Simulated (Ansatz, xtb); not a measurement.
**Worked example: C4H9F → C3H5F + CH4**

Species: C4H9F (2-fluorobutane) `CCC(C)F`, singlet; C3H5F `C/C=C/F`, singlet; CH4 (methane) `C`, singlet. 

Shapes, held fixed at every level: PBE0-D4/def2-TZVP. Flexible molecules stand in one conformer, not always the lowest. Programs: Ansatz 0.2.0, xtb 6.7.1. The zero-point and thermal change to 298 K, harmonic and unscaled (PBE0-D4/def2-TZVP), is -13.3 kJ/mol.

At CCSD(T)/CBS estimate; 1 Eh = 2625.50 kJ/mol:

| species | energy (Eh) |
| --- | --- |
| C4H9F | -257.430468 |
| C3H5F | -216.928090 |
| CH4 | -40.462061 |

**Question.** Work out ΔH(298 K) of the reaction at this level.

**Answer.** 
1. Products less reactants: (-216.928090) + (-40.462061) − [(-257.430468)] = 0.040317 Eh = +105.9 kJ/mol.
2. With the thermal change: +105.9 + (-13.3) = +92.6 kJ/mol.

Other levels give +77.8 (B3LYP-D4/def2-TZVPP) to +118.9 kJ/mol (SPW92/def2-TZVPP). No measured value is set beside it here. The CBS estimate extrapolates MP2 from def2-TZVPP and def2-QZVPP and adds CCSD(T) − MP2 in the triple-zeta set, cores frozen.
